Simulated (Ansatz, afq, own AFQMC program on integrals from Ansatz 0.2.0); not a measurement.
# H₂F (doublet): AFQMC on the coupled-cluster ladder at distance H1–H2 along a hydrogen transfer = 1.096 Å, cc-pVTZ

How near does AFQMC come to the top of the ladder for H₂F (doublet)?

Method: cc-pVTZ, frozen cores; program: Ansatz 0.2.0, Gaussian basis, and an in-house AFQMC program (afq) on its integrals; all values are calculated.

Plan: PBE (unrestricted); r2SCAN (unrestricted); PBE0 (unrestricted); B3LYP (unrestricted); wB97M-V (unrestricted); B2PLYP (unrestricted); CCSD(T) on UHF; CCSDT(Q) on UHF; CCSD(T) on UHF; CCSD(T) on UHF; Phaseless AFQMC, CISD trial on UHF.

## (1) The system

The geometry derives from fragments relaxed apart (PBE0/def2-TZVP) and kept rigid, so it is no stationary point. A hydrogen atom is moved between rigid fragments.

3 atoms, charge 0, spin multiplicity 2.

Atoms are counted from 1 here; the program's logs count them from 0.

Bond lengths: H2–F3 1.040 Å.

## (2) PBE (unrestricted)

in.yaml reads:

```yaml
crystal:
  periodic: [false, false, false]
  atoms:
    - {symbol: H, position_ang: [0.000000, 0.000000, -1.077333]}
    - {symbol: H, position_ang: [0.000000, 0.000000, 0.018667]}
    - {symbol: F, position_ang: [0.000000, 0.000000, 1.058667]}
basis:
  gaussian: {orbitals: cc-pVTZ}
magnetization: {spin_polarized: true, initial_magnetization: 1}
hamiltonian: {xc: {name: PBE}}
output: {orbitals: {seedname: orbitals}}
```

The run is started by

```sh
$ ansatz run in.yaml --threads 1 --pin off --events-out ev --progress --plain --max-ram 8192MiB --backend cpu
```

The program printed:

```text
Functional definition: PBE
  name "PBE"
  cite "Perdew, Burke & Ernzerhof, Phys. Rev. Lett. 77, 3865 (1996) doi:10.1103/PhysRevLett.77.3865"
  parent pbe
  parameter kappa = 0.804
  parameter beta = 0.06672455060314922
  exchange = pbe_x(kappa = kappa, mu = beta*pi^2/3)
  correlation = pbe_c(beta = beta)
266 factors; their error is unknown
mean field evaluation 1: about -2743.5099 eV, gradient 2.2e1 eV
mean field evaluation 2: about -2726.3674 eV, gradient 6.5e1 eV
mean field evaluation 4: about -2744.9298 eV, gradient 1.6e0 eV
mean field evaluation 8: about -2744.9295 eV, gradient 1.2e-1 eV
mean field -2744.92954393 eV, -100.8743001592 hartree, gradient 3.4e-5 eV, S^2 0.752375; 0 other end points of the search recorded, 0 dependent functions left out
reference -2744.92956668 eV, -100.8743009953 hartree; 6, 5 occupied and 52, 53 virtual orbitals, 266 factors
Total energy: -2744.92956668 eV, -100.8743009953 hartree
```

Run time: 0.4 s. Hardware: 1 thread of AMD EPYC 7R13 (Zen 3), shared host; peak memory 1.6 GiB.

From the report: ⟨S²⟩ of the determinant 0.752 (pure doublet: 0.75).

## (3) r2SCAN (unrestricted)

Edit in.yaml of step 2 so:

```diff
@@ -9,3 +9,2 @@
 magnetization: {spin_polarized: true, initial_magnetization: 1}
-hamiltonian: {xc: {name: PBE}}
-output: {orbitals: {seedname: orbitals}}
+hamiltonian: {xc: {name: r2SCAN}}
```

Same command.

The program printed:

```text
Functional definition: r2SCAN
  name "r2SCAN"
  cite "Furness, Kaplan, Ning, Perdew & Sun, J. Phys. Chem. Lett. 11, 8208 (2020) doi:10.1021/acs.jpclett.0c02405"
  cite "Furness, Kaplan, Ning, Perdew & Sun, J. Phys. Chem. Lett. 11, 9248 (2020) doi:10.1021/acs.jpclett.0c03077"
  parent r2scan
  parameter k0 = 0.174
  parameter k1 = 0.065
  parameter a1 = 4.9479
  exchange = r2scan_x(k0 = k0, k1 = k1, a1 = a1)
  correlation = r2scan_c
266 factors; their error is unknown
mean field evaluation 1: about -2745.0364 eV, gradient 2.2e1 eV
mean field evaluation 2: about -2740.9552 eV, gradient 4.3e1 eV
mean field evaluation 4: about -2746.4717 eV, gradient 6.2e-1 eV
mean field evaluation 8: about -2746.4635 eV, gradient 7.8e-3 eV
mean field -2746.46354973 eV, -100.9306738329 hartree, gradient 6.0e-5 eV, S^2 0.754127; 0 other end points of the search recorded, 0 dependent functions left out
reference -2746.46355678 eV, -100.9306740917 hartree; 6, 5 occupied and 52, 53 virtual orbitals, 266 factors
Total energy: -2746.46355678 eV, -100.9306740917 hartree
```

Wall time 0.82 s (1 thread of AMD EPYC 7R13 (Zen 3), shared host); peak memory 1.6 GiB.

From the report: ⟨S²⟩ of the determinant 0.754 (pure doublet: 0.75).

## (4) PBE0 (unrestricted)

Edit in.yaml of step 3 so:

```diff
@@ -9,2 +9,3 @@
 magnetization: {spin_polarized: true, initial_magnetization: 1}
-hamiltonian: {xc: {name: r2SCAN}}
+hamiltonian: {xc: {name: PBE0}}
+output: {orbitals: {seedname: orbitals}}
```

The command is unchanged.

The program printed:

```text
Functional definition: PBE0
  name "PBE0"
  cite "Adamo & Barone, J. Chem. Phys. 110, 6158 (1999) doi:10.1063/1.478522"
  cite "Perdew, Burke & Ernzerhof, Phys. Rev. Lett. 77, 3865 (1996) doi:10.1103/PhysRevLett.77.3865"
  parent pbe
  parameter a = 0.25
  parameter kappa = 0.804
  parameter beta = 0.06672455060314922
  exchange = (1 - a)*pbe_x(kappa = kappa, mu = beta*pi^2/3) + a*exact_x
  correlation = pbe_c(beta = beta)
266 factors; their error is unknown
mean field evaluation 1: about -2743.4407 eV, gradient 2.1e1 eV
mean field evaluation 2: about -2741.4459 eV, gradient 3.5e1 eV
mean field evaluation 4: about -2744.8658 eV, gradient 2.6e-1 eV
mean field evaluation 8: about -2744.8655 eV, gradient 1.0e-1 eV
mean field -2744.86556422 eV, -100.8719489485 hartree, gradient 4.4e-5 eV, S^2 0.754510; 0 other end points of the search recorded, 0 dependent functions left out
reference -2744.86558133 eV, -100.8719495770 hartree; 6, 5 occupied and 52, 53 virtual orbitals, 266 factors
Total energy: -2744.86558133 eV, -100.8719495770 hartree
```

Wall time 0.45 s (1 thread of AMD EPYC 7R13 (Zen 3), shared host); peak memory 1.6 GiB.

From the report: ⟨S²⟩ of the determinant 0.755 (pure doublet: 0.75).

## (5) B3LYP (unrestricted)

Edit in.yaml of step 4 so:

```diff
@@ -9,3 +9,2 @@
 magnetization: {spin_polarized: true, initial_magnetization: 1}
-hamiltonian: {xc: {name: PBE0}}
-output: {orbitals: {seedname: orbitals}}
+hamiltonian: {xc: {name: B3LYP}}
```

Launched as before.

The program printed:

```text
Functional definition: B3LYP
  name "B3LYP"
  cite "Stephens, Devlin, Chabalowski & Frisch, J. Phys. Chem. 98, 11623 (1994) doi:10.1021/j100096a001"
  cite "Becke, Phys. Rev. A 38, 3098 (1988) doi:10.1103/PhysRevA.38.3098"
  cite "Lee, Yang & Parr, Phys. Rev. B 37, 785 (1988) doi:10.1103/PhysRevB.37.785"
  cite "Vosko, Wilk & Nusair, Can. J. Phys. 58, 1200 (1980) doi:10.1139/p80-159"
  parameter a0 = 0.2
  parameter ax = 0.72
  parameter ac = 0.81
  exchange = (1 - a0 - ax)*slater_x + ax*b88_x + a0*exact_x
  correlation = (1 - ac)*vwn_rpa_c + ac*lyp_c
266 factors; their error is unknown
mean field evaluation 1: about -2746.1420 eV, gradient 2.2e1 eV
mean field evaluation 2: about -2742.9084 eV, gradient 4.1e1 eV
mean field evaluation 4: about -2747.6656 eV, gradient 2.8e-1 eV
mean field evaluation 8: about -2747.6633 eV, gradient 3.0e-3 eV
mean field -2747.66328905 eV, -100.9747634394 hartree, gradient 1.9e-5 eV, S^2 0.754056; 0 other end points of the search recorded, 0 dependent functions left out
reference -2747.66343089 eV, -100.9747686522 hartree; 6, 5 occupied and 52, 53 virtual orbitals, 266 factors
Total energy: -2747.66343089 eV, -100.9747686522 hartree
```

Run time: 0.46 s. Hardware: 1 thread of AMD EPYC 7R13 (Zen 3), shared host; peak memory 1.6 GiB.

From the report: ⟨S²⟩ of the determinant 0.754 (pure doublet: 0.75).

## (6) wB97M-V (unrestricted)

Edit in.yaml of step 5 so:

```diff
@@ -9,2 +9,3 @@
 magnetization: {spin_polarized: true, initial_magnetization: 1}
-hamiltonian: {xc: {name: B3LYP}}
+hamiltonian: {xc: {name: wB97M-V}}
+output: {orbitals: {seedname: orbitals}}
```

The command is unchanged.

The program printed (excerpt; [...] marks lines left out):

```text
Functional definition: wB97M-V
  name "wB97M-V"
  cite "Mardirossian & Head-Gordon, J. Chem. Phys. 144, 214110 (2016) doi:10.1063/1.4952647"
  cite "Becke, J. Chem. Phys. 107, 8554 (1997) doi:10.1063/1.475007"
  cite "Vydrov & Van Voorhis, J. Chem. Phys. 133, 244103 (2010) doi:10.1063/1.3521275"
  # Of w^i u^j: cxij and so on, Table III.
[...]
  gx(w, u) = 1 - cx + cx01*u + cx10*w
  gss(w, u) = css00 + css04*u^4 + css10*w + css20*w^2 + css43*w^4*u^3
  gos(w, u) = cos00 + cos10*w + (cos20 + cos21*u)*w^2 + (cos60 + cos61*u)*w^6
[...]
      + integral(e_c_pw_mod_opposite_spin*gos(b97_w_opposite, b97_u_opposite)) + vv10(b, c)
266 factors; their error is unknown
69 factors; integrals over basis functions are off by at most 2.7e-5 eV
[...]
mean field -2746.35836222 eV, -100.9268082629 hartree, gradient 2.9e-5 eV, S^2 0.753653; 0 other end points of the search recorded, 0 dependent functions left out
reference -2746.35838359 eV, -100.9268090485 hartree; 6, 5 occupied and 52, 53 virtual orbitals, 266 factors
Total energy: -2746.35838359 eV, -100.9268090485 hartree
```

Run time: 1.4 s. Hardware: 1 thread of AMD EPYC 7R13 (Zen 3), shared host; peak memory 1.6 GiB.

From the report: ⟨S²⟩ of the determinant 0.754 (pure doublet: 0.75).

## (7) B2PLYP (unrestricted)

Edit in.yaml of step 6 so:

```diff
@@ -9,3 +9,3 @@
 magnetization: {spin_polarized: true, initial_magnetization: 1}
-hamiltonian: {xc: {name: wB97M-V}}
-output: {orbitals: {seedname: orbitals}}
+hamiltonian: {xc: {name: B2PLYP}}
+correlation: {electrons: outside_noble_gas}
```

Launched as before.

The program printed (excerpt; [...] marks lines left out):

```text
Functional definition: B2PLYP
  name "B2PLYP"
  cite "Grimme, J. Chem. Phys. 124, 034108 (2006) doi:10.1063/1.2148954"
  cite "Becke, Phys. Rev. A 38, 3098 (1988) doi:10.1103/PhysRevA.38.3098"
  cite "Lee, Yang & Parr, Phys. Rev. B 37, 785 (1988) doi:10.1103/PhysRevB.37.785"
[...]
341 factors; integrals over basis functions are off by at most 1.4e-3 eV
[...]
mean field -2743.53287386 eV, -100.8229734810 hartree, gradient 9.0e-6 eV, S^2 0.758163; 0 other end points of the search recorded, 0 dependent functions left out
1 core orbitals not correlated: weight in the atoms' cores, before any rotation towards them, 1.000 or more for the frozen orbitals, at most 0.000 for the correlated occupied ones
reference -2743.53296306 eV, -100.8229767591 hartree; 5, 4 occupied and 52, 53 virtual orbitals, 341 factors
second order -9.03623553 eV of doubles, -0.00000000 eV of singles
Total energy: -2745.97274666 eV, -100.9126371525 hartree
```

Wall time 0.51 s (1 thread of AMD EPYC 7R13 (Zen 3), shared host); peak memory 1.6 GiB.

From the report: ⟨S²⟩ of the determinant 0.758 (pure doublet: 0.75).

## (8) CCSD(T) on UHF

Edit in.yaml of step 7 so:

```diff
@@ -9,3 +9,2 @@
 magnetization: {spin_polarized: true, initial_magnetization: 1}
-hamiltonian: {xc: {name: B2PLYP}}
-correlation: {electrons: outside_noble_gas}
+correlation: {method: ccsd_t, electrons: outside_noble_gas, hamiltonian_folder: ham}
```

The run is started by

```sh
$ ansatz run in.yaml --threads 1 --pin off --events-out ev --progress --plain --max-ram 24576MiB --backend cuda --devices 0, --max-vram 18GiB
```

The program printed (excerpt; [...] marks lines left out):

```text
Functional definition: HF
  name "HF"
  cite "Fock, Z. Phys. 61, 126 (1930) doi:10.1007/BF01340294"
  parent pbe
[...]
341 factors; integrals over basis functions are off by at most 1.4e-3 eV
[...]
mean field -2735.44307404 eV, -100.5256788211 hartree, gradient 2.9e-6 eV, S^2 0.763867; 0 other end points of the search recorded, 0 dependent functions left out
1 core orbitals not correlated: weight in the atoms' cores, before any rotation towards them, 1.000 or more for the frozen orbitals, at most 0.000 for the correlated occupied ones
reference -2735.44307404 eV, -100.5256788211 hartree; 5, 4 occupied and 52, 53 virtual orbitals, 341 factors
second order -7.65832772 eV of doubles, -0.00000000 eV of singles
cycle   1  -7.56750053 eV  change    9.1e-2 eV  update   4.8e-2
[...]
cycle  10  -7.75837464 eV  change    5.9e-6 eV  update   7.3e-6
perturbative correction -0.20284805 eV, -0.0074545282 hartree
Total energy: -2743.40429672 eV, -100.8182483583 hartree
```

Wall time 9 s (1 × NVIDIA H100 80GB HBM3 with 1 thread of AMD EPYC 7R13 (Zen 3), shared host); peak host memory 1.6 GiB.

From the report: ⟨S²⟩ of the determinant 0.764 (pure doublet: 0.75); correlation -7.9612 eV; T1 0.012; largest double amplitude 0.04.

This run also writes the integrals to the folder ham.

## (9) CCSDT(Q) on UHF

Edit in.yaml of step 8 so:

```diff
@@ -9,2 +9,2 @@
 magnetization: {spin_polarized: true, initial_magnetization: 1}
-correlation: {method: ccsd_t, electrons: outside_noble_gas, hamiltonian_folder: ham}
+correlation: {method: ccsdt_q, electrons: outside_noble_gas}
```

Launched as before.

The program printed (excerpt; [...] marks lines left out):

```text
Functional definition: HF
  name "HF"
  cite "Fock, Z. Phys. 61, 126 (1930) doi:10.1007/BF01340294"
  parent pbe
[...]
647 factors; integrals over basis functions are off by at most 2.5e-7 eV
[...]
mean field -2735.44307845 eV, -100.5256789831 hartree, gradient 2.5e-6 eV, S^2 0.763867; 0 other end points of the search recorded, 0 dependent functions left out
1 core orbitals not correlated: weight in the atoms' cores, before any rotation towards them, 1.000 or more for the frozen orbitals, at most 0.000 for the correlated occupied ones
reference -2735.44307845 eV, -100.5256789831 hartree; 5, 4 occupied and 52, 53 virtual orbitals, 647 factors
second order -7.65835467 eV of doubles, -0.00000000 eV of singles
cycle   1  -7.56751084 eV  change    9.1e-2 eV  update   5.6e-2
[...]
cycle  15  -7.96469175 eV  change    1.1e-6 eV  update   3.3e-7
perturbative correction -0.00898042 eV, -0.0003300245 hartree
Total energy: -2743.41675062 eV, -100.8187060306 hartree
```

Run time: 11 s. Hardware: 1 × NVIDIA H100 80GB HBM3 with 1 thread of AMD EPYC 7R13 (Zen 3), shared host; peak host memory 1.6 GiB.

From the report: ⟨S²⟩ of the determinant 0.764 (pure doublet: 0.75); correlation -7.9737 eV; T1 0.012; largest double amplitude 0.04.

## (10) CCSD(T) on UHF

Edit in.yaml of step 9 so:

```diff
@@ -7,4 +7,4 @@
 basis:
-  gaussian: {orbitals: cc-pVTZ}
+  gaussian: {orbitals: def2-TZVPP}
 magnetization: {spin_polarized: true, initial_magnetization: 1}
-correlation: {method: ccsdt_q, electrons: outside_noble_gas}
+correlation: {method: ccsd_t, electrons: outside_noble_gas}
```

Same command.

The program printed (excerpt; [...] marks lines left out):

```text
Functional definition: HF
  name "HF"
  cite "Fock, Z. Phys. 61, 126 (1930) doi:10.1007/BF01340294"
  parent pbe
[...]
361 factors; integrals over basis functions are off by at most 1.4e-3 eV
[...]
mean field -2735.64023402 eV, -100.5329243167 hartree, gradient 5.2e-6 eV, S^2 0.763455; 0 other end points of the search recorded, 0 dependent functions left out
1 core orbitals not correlated: weight in the atoms' cores, before any rotation towards them, 1.000 or more for the frozen orbitals, at most 0.000 for the correlated occupied ones
reference -2735.64023402 eV, -100.5329243167 hartree; 5, 4 occupied and 53, 54 virtual orbitals, 361 factors
second order -7.63246350 eV of doubles, -0.00000000 eV of singles
cycle   1  -7.53857657 eV  change    9.4e-2 eV  update   5.2e-2
[...]
cycle  10  -7.73542947 eV  change    6.5e-6 eV  update   7.8e-6
perturbative correction -0.20156728 eV, -0.0074074608 hartree
Total energy: -2743.57723077 eV, -100.8246035672 hartree
```

Run time: 6.5 s. Hardware: 1 × NVIDIA H100 80GB HBM3 with 1 thread of AMD EPYC 7R13 (Zen 3), shared host; peak host memory 1.6 GiB.

From the report: ⟨S²⟩ of the determinant 0.763 (pure doublet: 0.75); correlation -7.9370 eV; T1 0.013; largest double amplitude 0.04.

## (11) CCSD(T) on UHF

Edit in.yaml of step 10 so:

```diff
@@ -7,3 +7,3 @@
 basis:
-  gaussian: {orbitals: def2-TZVPP}
+  gaussian: {orbitals: "def2-QZVPP.json"}
 magnetization: {spin_polarized: true, initial_magnetization: 1}
```

The command is unchanged.

The program printed (excerpt; [...] marks lines left out):

```text
Functional definition: HF
  name "HF"
  cite "Fock, Z. Phys. 61, 126 (1930) doi:10.1007/BF01340294"
  parent pbe
[...]
718 factors; integrals over basis functions are off by at most 1.2e-3 eV
[...]
mean field -2735.77745350 eV, -100.5379670396 hartree, gradient 8.4e-7 eV, S^2 0.763249; 0 other end points of the search recorded, 0 dependent functions left out
1 core orbitals not correlated: weight in the atoms' cores, before any rotation towards them, 1.000 or more for the frozen orbitals, at most 0.000 for the correlated occupied ones
reference -2735.77745350 eV, -100.5379670396 hartree; 5, 4 occupied and 111, 112 virtual orbitals, 718 factors
second order -8.35660872 eV of doubles, -0.00000000 eV of singles
cycle   1  -8.17766985 eV  change    1.8e-1 eV  update   5.5e-2
[...]
cycle  10  -8.38767306 eV  change    1.0e-5 eV  update   9.5e-6
perturbative correction -0.25148829 eV, -0.0092420243 hartree
Total energy: -2744.41661485 eV, -100.8554503634 hartree
```

It took 6 s on 1 × NVIDIA H100 80GB HBM3 with 1 thread of AMD EPYC 7R13 (Zen 3), shared host; peak host memory 1.6 GiB.

From the report: ⟨S²⟩ of the determinant 0.763 (pure doublet: 0.75); correlation -8.6392 eV; T1 0.014; largest double amplitude 0.03.

## (12) Phaseless AFQMC, CISD trial on UHF

It reads the integrals that the CCSD(T) run on this determinant wrote.

The run is started by

```sh
$ afq ham --method phaseless --trial cisd --walkers 4000 --populations 20 --least-time 60 --time-step 0.005 --steps-per-block 50 --equilibration-blocks 28 --max-blocks 4000 --target-error 0.00018 --factor-cut 1e-05 --start spin_pure --seed 4000 --release-times 0.24,0.51,0.99,1.62,2.4 --release-step 0.03 --release-every 3 --taylor-order 6
```

The program printed:

```text
orbitals 57  electrons 5 4  factors 340 of 341
reference energy -100.52567882 Eh
CCSD correlation -0.28511516 Eh in 10 cycles, weight of the determinant in the CISD state 0.9421
energy of the start -100.810216 Eh
 block  time / (1/Eh)  mean weight  energy / Eh
     1     0.250  1.0000  -100.812119
     2     0.500  0.9997  -100.815409
     3     0.750  1.0001  -100.818024
     4     1.000  0.9999  -100.818080
     5     1.250  1.0000  -100.817767
     6     1.500  1.0001  -100.817893
     7     1.750  0.9997  -100.819328
     8     2.000  0.9999  -100.819257
     9     2.250  0.9999  -100.818904
    10     2.500  0.9999  -100.819755
    11     2.750  1.0000  -100.818865
    12     3.000  1.0002  -100.818846
    13     3.250  1.0003  -100.818242
    14     3.500  0.9995  -100.818828
    15     3.750  1.0002  -100.818845
    16     4.000  1.0001  -100.818278
    17     4.250  0.9998  -100.819104
    18     4.500  0.9999  -100.819089
    19     4.750  0.9999  -100.818169
    20     5.000  1.0010  -100.819144
    21     5.250  0.9994  -100.818017
    22     5.500  1.0000  -100.817955
    23     5.750  1.0001  -100.817990
    24     6.000  1.0000  -100.818117
    25     6.250  0.9998  -100.818926
    26     6.500  1.0000  -100.818805
    27     6.750  0.9998  -100.818617
    28     7.000  0.9992  -100.818347
    29     7.250  1.0000  -100.818093
    30     7.500  0.9998  -100.817877
    31     7.750  0.9998  -100.818535
    32     8.000  0.9996  -100.819304
    33     8.250  1.0005  -100.819083
    34     8.500  1.0003  -100.818875
    35     8.750  1.0006  -100.818295
    36     9.000  0.9997  -100.818316
    37     9.250  0.9996  -100.817737
    38     9.500  0.9998  -100.817464
    39     9.750  1.0003  -100.819103
    40    10.000  1.0005  -100.817804
    41    10.250  1.0001  -100.818851
    42    10.500  1.0003  -100.819415
    43    10.750  1.0002  -100.818206
    44    11.000  1.0001  -100.818492
    45    11.250  0.9999  -100.817917
    46    11.500  0.9996  -100.818617
    47    11.750  0.9997  -100.818062
    48    12.000  0.9993  -100.818654
    49    12.250  1.0000  -100.817970
    50    12.500  1.0000  -100.818029
    51    12.750  1.0001  -100.817677
    52    13.000  1.0005  -100.818161
    53    13.250  1.0002  -100.817907
    54    13.500  0.9997  -100.817903
    55    13.750  1.0007  -100.818744
    56    14.000  1.0007  -100.818187
    57    14.250  0.9999  -100.819321
    58    14.500  1.0004  -100.818655
    59    14.750  1.0001  -100.817971
    60    15.000  1.0007  -100.819094
    61    15.250  1.0001  -100.817983
    62    15.500  1.0002  -100.818579
    63    15.750  1.0004  -100.818578
    64    16.000  1.0001  -100.817495
    65    16.250  1.0000  -100.818460
    66    16.500  1.0000  -100.818969
    67    16.750  0.9998  -100.817566
    68    17.000  1.0001  -100.819007
    69    17.250  1.0000  -100.818791
    70    17.500  0.9999  -100.817877
    71    17.750  0.9997  -100.818657
    72    18.000  1.0001  -100.818584
    73    18.250  1.0000  -100.818254
    74    18.500  1.0000  -100.817651
    75    18.750  0.9996  -100.818261
    76    19.000  0.9996  -100.818014
    77    19.250  0.9997  -100.817935
    78    19.500  1.0004  -100.818125
error from the spread of 20 populations
released: time / (1/Eh)  energy / Eh  error  mean overlap
  0.24  -100.818530  0.000076  0.9975
  0.51  -100.818533  0.000065  0.9959
  0.99  -100.818667  0.000099  0.9881
  1.62  -100.818548  0.000132  0.9842
  2.40  -100.818870  0.000180  0.9647
energy -100.818342 +/- 0.000082 Eh
```

It took 1.9 min on 1 × NVIDIA H100 80GB HBM3 with 2 threads of AMD EPYC 7R13 (Zen 3), shared host; peak host memory 1.6 GiB.

Energy -2743.4068 ± 0.0022 eV. Caveats: constraint bias not in the error.

## (13) All levels side by side

On the UHF determinant, counted from CCSDT(Q) (a yardstick, not exact):

```tsv
level	energy (eV)	from CCSDT(Q) (kcal/mol)	statistical error (kcal/mol)	time
HF	-2735.4431	+183.88		
MP2	-2743.1014	+7.27		
CCSD	-2743.2014	+4.96		
CCSD(T)	-2743.4043	+0.29		
CCSDT(Q)	-2743.4168	0.00		
Phaseless AFQMC, CISD trial, step 0.005, 4000 walkers	-2743.4068	+0.23	0.05	1.9 min
```

The functionals' totals stand on their own zeros and serve differences with other points: PBE -2744.930 eV; r2SCAN -2746.464 eV; PBE0 -2744.866 eV; B3LYP -2747.663 eV; wB97M-V -2746.358 eV; B2PLYP -2745.973 eV.

## (14) Summary of results

| quantity | value |
| --- | --- |
| CCSD(T) on UHF from CCSDT(Q) | +0.29 kcal/mol |
| Phaseless AFQMC, CISD trial on UHF from CCSDT(Q) | +0.23 ± 0.05 kcal/mol |

On UHF the phaseless walk with the CISD trial lies +0.23 kcal/mol from CCSDT(Q), 4 times its error bar. Error bars are statistical and leave out the constraint, the time step and what remains of the start.
